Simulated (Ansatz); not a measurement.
A made-up structure of CH$_{3}$SSi, doublet:

C1  (0.206, -0.428, 0.665)
Si2  (-0.263, 0.583, -0.747)
S3  (0.726, -2.149, 0.567)
H4  (-0.248, 0.059, -2.067)
H5  (-0.667, 1.938, -0.621)
H6  (0.137, 0.122, 1.568)
(Å)

It is relaxed with PBE-D4/def2-SVP and then PBE0-D4/def2-TZVP (Ansatz 0.2.0). Atoms count as bonded within 1.22 times the sum of their covalent radii (H–H: 0.88 Å). The end point is not checked to be a true minimum.

**Question.** Does its bonding change? (A judgement: the text doesn't fix the answer.)

**Answer.** By the calculation: No: no bond forms or breaks.

Where it ends: The first stage lowers the energy by 0.41 eV in 6 steps. It ends as CH₃SSi ([SiH2][CH][S]):
```xyz
6
angstrom
C 0.2022 -0.4159 0.6644
Si -0.2550 0.5589 -0.7427
S 0.6709 -1.9961 0.4991
H -0.2224 -0.0342 -2.0911
H -0.6771 1.9724 -0.6197
H 0.1724 0.0394 1.6561
```

Labels in which every atom is bracketed show which atoms are joined, not bond orders.

For scale, one of the runs: PBE0-D4/def2-TZVP relaxation, 123 basis functions, launched by `ansatz run in.yaml --threads 2 --pin off --events-out ev --progress --plain --max-ram 4352MiB`. The run took about 39 s on 2 CPU threads of an Arm Neoverse N1 (shared host).
